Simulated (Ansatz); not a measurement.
## Where CCSD(T) holds and where it slips

Each species is computed at the geometry given (Å), with frozen cores, in Ansatz 0.2.0: RHF-CCSD(T) for singlets, UHF-CCSD(T) otherwise, and full CI in the same basis. The program picks the determinant by trial CCSD, so it needn't be the lowest Hartree–Fock solution. States: [H···H···OH] A', [H···H···SiH2] A', [CH3···H···H] A'. Cases whose determinant has another symmetry than full CI's state, or whose (Q) step broke down, weren't drawn.

Question: Judging by size, spin and bonding and the diagnostics given, rank them by the size of CCSD(T)'s error in total energy against full CI in the same basis, smallest first (an estimate).
A. [CH₃···H···H], doublet, 6-31G: C -0.127 0.000 0.000; H -0.491 1.027 0.000; H -0.491 -0.514 0.890; H -0.491 -0.514 -0.890; H 1.003 0.000 0.000; H 1.987 0.000 0.000. T1 0.008, (T) -49 meV in a correlation energy of -3.40 eV
B. [H···H···OH], doublet, 6-31G: H -2.083 0.050 0.000; H -0.832 0.050 0.000; O 0.158 0.050 0.000; H 0.410 -0.890 0.000. T1 0.011, (T) -32 meV in a correlation energy of -3.79 eV
C. [H···H···SiH₂], singlet, 6-31G: H -2.730 0.055 0.000; H -1.614 0.055 0.000; Si 0.104 0.055 0.000; H 0.717 -0.819 1.090; H 0.717 -0.819 -1.090. T1 0.025, (T) -60 meV in a correlation energy of -3.07 eV

Answer: A (10.2 meV), B (16.0 meV), C (24.9 meV).

```tsv
species	basis	correlated electrons	CCSD(T) − full CI (meV)	CCSDT(Q) − full CI (meV)	unpaired electrons (full CI)	T1	⟨S²⟩ of the determinant
[CH3···H···H], doublet	6-31G	9	10.2	0.1	1.02	0.008	0.77
[H···H···OH], doublet	6-31G	9	16.0	-0.5	1.02	0.011	0.76
[H···H···SiH2], singlet	6-31G	8	24.9	0.7	0.35	0.025	0.00
```

Unpaired electrons are Σ n²(2−n)² over natural occupations; an open shell counts its own unpaired electrons too. Frozen cores follow each run's orbitals, which moves totals by a few meV.
